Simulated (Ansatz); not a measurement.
How basis sets differ on C2H3F3 (1,1,2-trifluoroethane)

C2H3F3: 8 atoms, total charge 0, spin state singlet. SMILES: `FCC(F)F`. Geometry: relaxed at PBE0-D4/def2-TZVP. This is one conformer, not always the lowest.

```xyz
8

F    -1.1428   -0.6810    1.1631
C    -0.1882    0.1951    0.7118
C     0.1729   -0.1524   -0.7113
F     0.8242   -1.3358   -0.7565
F     1.0117    0.8036   -1.1822
H     0.7017    0.1189    1.3425
H    -0.5885    1.2115    0.7473
H    -0.6988   -0.2170   -1.3705
```

Each level gives the HOMO–LUMO gap (eV). The values are calculated.

```json
{"level": "B97/def2-SV(P)", "kind": "global hybrid", "program": "Ansatz", "value (eV)": "11.02", "CPU time": "7.7 s"}
{"level": "B97/def2-SVP", "kind": "global hybrid", "program": "Ansatz", "value (eV)": "11.00", "CPU time": "6.8 s"}
{"level": "B97/def2-TZVP", "kind": "global hybrid", "program": "Ansatz", "value (eV)": "10.54", "CPU time": "14 s"}
{"level": "B97/def2-TZVPP", "kind": "global hybrid", "program": "Ansatz", "value (eV)": "10.54", "CPU time": "15 s"}
```

The values span 10.54 to 11.02 eV. Orbital gaps aren't excitation energies. CPU times are rough (shared hosts, several kinds of processor): they show what a rung costs within a factor of a few.
